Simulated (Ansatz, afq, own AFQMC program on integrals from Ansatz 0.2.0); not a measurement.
## SiH₃, doublet in 6-31G, levels against full CI

```xyz
4

Si    0.0001   -0.0001   -0.0381
H     1.2328    0.0127    0.3563
H    -0.6280    1.0626    0.3510
H    -0.6069   -1.0738    0.3541
```

Basis 6-31G. Noble-gas cores (and the filled d shells of Ga–Kr and In–Xe) are frozen. AFQMC by an in-house program on the Cholesky factors that Ansatz 0.2.0 writes for its CCSD(T) run. The CISD trial takes its coefficients from CCSD amplitudes. Released means that phaseless walkers are propagated on without the constraint, phases kept. Free AFQMC starts from the CCSD state and is never constrained. Its projection time is finite, and what remains of the start isn't in its error. Error bars are statistical, one sigma.

Determinant: UHF, the one that the program's search chose, which needn't be the lowest solution. The geometry is a point of a scan.

Full CI on the same integrals is exact in this basis and with this determinant's frozen core.

* T1 diagnostic: 0.0074
* weight of the determinant in the CISD state: 0.961
* ⟨S²⟩ of the determinant: 0.755
* size of the correlated space: 7 electrons in 14 orbitals

Reference: full CI, correlation energy -1.688 eV. The released energy is read at 2.40 1/Eh (meV from the phaseless value at times in 1/Eh: -0.2 ± 0.3 at 0.24, -0.05 ± 0.25 at 0.51, 0.23 ± 0.23 at 0.99, 0.37 ± 0.23 at 1.62, -0.32 ± 0.23 at 2.40).

| level | E − E(reference) (kcal/mol) | share of correlation (%) |
| --- | --- | --- |
| HF | 38.92 | 0.00 |
| MP2 | 10.95 | 71.87 |
| CCSD | 0.49 | 98.74 |
| CCSD(T) | 0.14 | 99.64 |
| CCSDT | 0.01 | 99.98 |
| CCSDT(Q) | 0.00 | 99.99 |
| CCSDTQ | 0.00 | 100.00 |
| ph-AFQMC/HF | 0.13 ± 0.16 | 99.66 |
| ph-AFQMC/CISD | -0.01 ± 0.008 | 100.02 |
| released AFQMC | -0.02 ± 0.005 | 100.04 |
| free AFQMC | 0.00 ± 0.004 | 100.00 |

CCSDT and higher add their correlation energy to the determinant of the CCSD(T) run, since their own runs factorise the integrals more tightly (a shift of under 2 meV). Free projections are given only where their last times agree within the noise and don't stop above the reference; a slow remainder of the start can still hide under it. A walk keeps the symmetry of its determinant, which the program's search chose and which needn't be the lowest solution, so a lower state of the same spin and another symmetry isn't excluded. Released energies are given only where the last usable release times agree within the noise; a slower fall can still hide under it.
